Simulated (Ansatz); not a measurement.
Relaxation of H$_{5}$OSi (7 atoms, charge 0, multiplicity 2), to a largest force component of 0.03 eV/Å in at most 50 steps.

Level of theory: UKS PBE0-D4/def2-SVP (Ansatz).

```xyz
7
Properties=species:S:1:pos:R:3
H -0.478 -1.375 0.246
O -0.934 -2.131 0.645
Si 0.609 1.027 -0.427
H -1.597 -1.711 1.203
H 1.482 1.480 0.696
H -0.480 2.007 -0.711
H 1.397 0.703 -1.652
```

Q: Where does it end, and by what steps?

A: The run converged. The force dipped under the threshold on the way, but the program's further checks kept it going. After 34 steps the energy has fallen by 0.161 eV; O2 moved furthest, 1.00 Å.

```
step  energy less start (eV)  largest force component (eV/Å)  accepted
   0                  0.0000                           0.092       yes
   2                 -0.0013                           0.516       yes
   4                 -0.0095                           0.422       yes
   6                 -0.0277                           0.493       yes
   8                 -0.0396                           0.142       yes
  10                 -0.0612                           0.106       yes
  12                 -0.0365                           2.002        no
  14                 -0.0961                           0.674       yes
  16                 -0.1194                           0.622       yes
  18                 -0.1385                           0.771       yes
  20                 -0.1559                           0.045       yes
  22                 -0.1576                           0.006       yes
  24                 -0.1572                           0.246        no
  26                 -0.1553                           0.394        no
  28                 -0.1589                           0.125       yes
  30                 -0.1597                           0.170       yes
  32                 -0.1609                           0.003       yes
  34                 -0.1611                           0.027       yes
```

```xyz
7
Properties=species:S:1:pos:R:3
H -0.365 -1.961 0.599
O -0.824 -1.169 0.905
Si 0.609 0.741 -0.584
H -1.642 -1.168 0.394
H 1.501 0.584 0.602
H -0.629 1.504 -0.245
H 1.349 1.469 -1.671
```

Whether the end is a true minimum wasn't checked by a vibrational analysis.

Time of the run: 36 s on 1 thread of Intel(R) Xeon(R) 6975P-C (Granite Rapids), with other jobs on the host, peak memory 0.15 GiB.
